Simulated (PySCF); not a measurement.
C5H8.
Atom-mapped SMILES: `[CH3:1][C:2]1=[CH:3][C@@H:4]1[CH3:5]` (hydrogens: H6, H7, H8 on C1; H9 on C3; H10 on C4; H11, H12, H13 on C5)

Cartesian coordinates in Å at the PBE0-D3(BJ)/def2-SVP level; atoms count from 1:
```xyz
13
C5H8 angstrom
C      1.8957   -0.4173   -0.1365
C      0.6318    0.3348   -0.1579
C     -0.0758    1.3960    0.0955
C     -0.8180    0.2581   -0.5433
C     -1.8094   -0.5924    0.2225
H      2.7081    0.1602    0.3279
H      2.1984   -0.6908   -1.1606
H      1.7733   -1.3614    0.4186
H     -0.1494    2.4048    0.4942
H     -1.0683    0.3430   -1.6166
H     -2.8234   -0.1614    0.1825
H     -1.8722   -1.6124   -0.1919
H     -1.5213   -0.6741    1.2826
```

Level: B3LYP/def2-SVPD in PySCF, non-relativistic, on one gas-phase PBE0-D3(BJ)/def2-SVP geometry that isn't relaxed in the solvent. The solvent is an IEF-PCM continuum (cavity from Bondi-type radii × 1.2). Specific hydrogen bonds and non-electrostatic terms are outside this model.

Gas phase at B3LYP/def2-SVPD: HOMO -6.62 eV, LUMO 0.16 eV, dipole 0.82 D.

Task: What does the continuum do to the energy, the frontier levels and the dipole at B3LYP/def2-SVPD in chloroform and tetrahydrofuran?

Result: 
```csv
solvent,ε,E(solvent) − E(gas) (kcal/mol),polarisation term (kcal/mol),distortion of the solute (kcal/mol),HOMO (eV),LUMO (eV),dipole (D)
chloroform,4.711,-1.00,-1.07,0.07,-6.61,0.19,0.99
tetrahydrofuran,7.426,-1.14,-1.24,0.10,-6.61,0.19,1.01
```

Polarisation term: ½ Σ q·V over the induced surface charges. Distortion: the rise of the solute's own energy as its density leaves the gas-phase optimum. From chloroform to tetrahydrofuran the lowering changes by a factor 1.15, Onsager's factor (ε − 1)/(2ε + 1) by 1.14 and ε itself by 1.6.

Task: Give the dipole vector in the frame of the coordinates (D, pointing from negative to positive charge), gas and tetrahydrofuran.

Result: Gas (0.80, -0.15, 0.10), solvent (0.97, -0.25, 0.13). Its length changes by +23 % and its direction by 4°.

Task: How does the static polarisability (B3LYP/def2-SVPD, frozen core, with the continuum's full static response) change?

Result: 
```csv
medium,isotropic (au),principal values (au),⟨r²⟩ of the electrons (bohr²)
gas,60.6,"50.1, 61.7, 70.1",474.2
chloroform,74.4,"62.1, 76.7, 84.4",473.9
tetrahydrofuran,76.8,"64.4, 79.3, 86.8",473.8
```

The isotropic value in tetrahydrofuran is 1.27 times the gas-phase one; no cavity-field correction is applied. ⟨r²⟩ is taken about the centre of nuclear charge.

Time: 17 s wall. Hardware: one thread of an Arm Neoverse V1, no GPU (shared host). This is the whole response run at B3LYP/def2-SVPD in tetrahydrofuran, SCF included.
